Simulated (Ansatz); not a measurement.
Gas-phase electronic energies from Ansatz, PBE0-D4/def2-TZVP geometries. CCSD(T)/CBS is the MP2 limit (def2-TZVPP, def2-QZVPP) plus CCSD(T) − MP2 in def2-TZVPP, frozen cores. This one scheme is used for every species. DFT in def2-TZVPP. For Li outer-core shells are correlated without core-valence functions, which leaves a few kJ/mol of doubt a bond.

`[Li][OH]` + H₂ → `[LiH]` + H₂O  (hydrogenolysis of a Li–O bond)

```tsv
species	r2SCANh-D4 energy (Eh)
`[Li][OH]`	-83.36235
H₂	-1.17099
`[LiH]`	-8.06666
H₂O	-76.41866
```

Work out ΔE.

ΔE = (-8.06666) + (-76.41866) − (-83.36235) − (-1.17099) = 0.04802 Eh = +1.31 eV. CCSD(T)/CBS gives +1.33 eV.

Largest T1 diagnostic among the species: 0.013.

Leaving LDA and LC-ωPBE aside and taking each functional with its dispersion term where it has one, the values, not all of them listed here, spread over 0.40 eV, from B97M-V to BLYP-D4. LDA lies −0.04 eV from PBE without D4. From PBE to PBE0 (25 % exact exchange), in def2-TZVPP and without D4, ΔE moves by −0.08 eV.
